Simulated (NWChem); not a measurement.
methanethiol (CH$_{4}$S); SMILES CS

```xyz
6

C      0.0122     1.1582     0.0000
S      0.0689    -0.6685     0.0000
H     -0.4816     1.5585     0.9067
H      1.0659     1.4970     0.0000
H     -0.4816     1.5585    -0.9067
H     -1.2787    -0.8672     0.0000
```
Atoms are numbered in this order, from 1.

STO-3G and 3-21G are far too small for this property and stand as cheap habits. The geometry was optimised at PBE-D3(BJ)/def2-SVP.

Symmetry labels are those of Cs in the frame above (b1 and b2, or b-type labels, depend on it).

List the 4 lowest vertical singlet excitations from B3LYP/3-21G, TDA (NWChem).


| state | energy (eV) | oscillator strength | symmetry | leading excitation (squared amplitude) |
|---|---|---|---|---|
| S1 | 6.20 | 0.000 | a" | HOMO → LUMO (1.00) |
| S2 | 7.47 | 0.008 | a" | HOMO → LUMO+1 (1.00) |
| S3 | 9.26 | 0.001 | a" | HOMO → LUMO+2 (0.99) |
| S4 | 9.56 | 0.102 | a' | HOMO−1 → LUMO (0.74) |
